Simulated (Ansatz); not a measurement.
# AlN (triplet): the correlation ladder at distance Al1–N2 = 5.965 Å, 6-31G

How much of the correlation energy of AlN (triplet) does each wave-function method recover here?

Program: Ansatz 0.2.0, Gaussian basis. Level of theory: 6-31G, core rule «outside noble gas», up to 6 orbitals frozen. These are calculated values, not measurements.

To be run: UHF; CCSD(T) on ROHF; CCSD(T) on UHF; BCCD(T) on ROHF; CISD; CCSDT(Q) on UHF; CISDTQ; CCSDTQ on UHF; CASSCF and MRCISD+Q, 4 electrons in 4 orbitals; CASSCF and NEVPT2, 4 electrons in 4 orbitals; CASSCF and MRCISD+Q, 8 electrons in 8 orbitals; CASSCF and NEVPT2, 8 electrons in 8 orbitals; Full CI; Full CI in the symmetry of the determinant.

19 further runs of the same task are left out: 2 for a known fault of the program, 11 that didn't finish, 6 set aside as unsound or not needed.

## 1. What is computed

The geometry derives from a PBE0/def2-TZVP stationary point (not a proven minimum). One bond is set to the value named and the two fragments are kept rigid.

2 atoms, charge 0, spin multiplicity 3.

Atoms are counted from 1 here; the program's logs count them from 0.

No contacts short enough for the rule that draws bonds.

## 2. UHF

Contents of in.yaml:

```yaml
crystal:
  periodic: [false, false, false]
  atoms:
    - {symbol: Al, position_ang: [0.000000, 0.000000, 0.000000]}
    - {symbol: N, position_ang: [0.000000, 0.000000, 5.965000]}
basis:
  gaussian: {orbitals: 6-31G}
magnetization: {spin_polarized: true, initial_magnetization: 2}
hamiltonian: {xc: hf}
output: {orbitals: {seedname: orbitals}}
```

The run is started by

```console
> ansatz run in.yaml --threads 1 --pin off --events-out ev --progress --plain --max-ram 2393MiB
```

The runs that follow: CCSD(T) on ROHF; CCSD(T) on UHF; BCCD(T) on ROHF; CISD; CCSDT(Q) on UHF; CISDTQ; CCSDTQ on UHF; CASSCF and MRCISD+Q, 4 electrons in 4 orbitals; CASSCF and NEVPT2, 4 electrons in 4 orbitals; CASSCF and MRCISD+Q, 8 electrons in 8 orbitals; CASSCF and NEVPT2, 8 electrons in 8 orbitals; Full CI; Full CI in the symmetry of the determinant.

**Question.** What will the summary of the whole plan be? Wanted: FCI from the RHF energy; RMP2 from FCI; UMP2 from FCI; RCCSD from FCI; RCCSD(T) from FCI; UCCSD(T) from FCI; UCCSDT(Q) from FCI; NEVPT2 pair from FCI; MRCISD+Q pair from FCI.

As calculated:

| quantity | value |
| --- | --- |
| FCI from the ROHF energy | -5.6105 eV |
| RMP2 from FCI | +38.48 kcal/mol |
| UMP2 from FCI | +12.36 kcal/mol |
| RCCSD from FCI | +0.43 kcal/mol |
| RCCSD(T) from FCI | -0.60 kcal/mol |
| UCCSD(T) from FCI | +0.03 kcal/mol |
| UCCSDT(Q) from FCI | -0.04 kcal/mol |
| NEVPT2 pair from FCI | +14.05 kcal/mol |
| MRCISD+Q pair from FCI | -0.71 kcal/mol |
| NEVPT2 valence from FCI | +9.13 kcal/mol |
| levels within 1 kcal/mol (43 meV) | RCCSD, UCCSD, RCCSD(T), UCCSD(T), BCCD(T), UCCSDT, CISDTQ, UCCSDT(Q), UCCSDTQ, MRCISD+Q pair, MRCISD valence, MRCISD+Q valence |
| T1 diagnostic | 0.453 |
| effectively unpaired electrons | 4.04 |

**Reading.** RCCSD(T) misses by -0.60 kcal/mol, 0.5 % of the correlation energy. CCSD(T) misses by -0.60 kcal/mol on the restricted determinant and by +0.03 kcal/mol on the unrestricted one; the two need not hold the same state or core. RCCSD(T), MRCISD+Q pair, MRCISD+Q valence fall below full CI, which methods that aren't variational can do. With 4.0 effectively unpaired electrons against 2 the state is strongly multireference. Coupled cluster on one determinant still stays close here. Of the multireference levels listed MRCISD+Q valence comes nearest in total energy (-0.06 kcal/mol), which doesn't show that its space is the better one. Coupled cluster took another determinant than the lowest Hartree-Fock one. These misses are within one basis, not against nature; the frozen cores of restricted and unrestricted runs differ, which can shift their rows.

Levels on UHF freeze UHF's core orbitals, full CI those of ROHF, so the U rows can settle a little off it for that reason alone.

With open shells the CI space here admits some triples and quadruples, so it is larger than plain CISD.
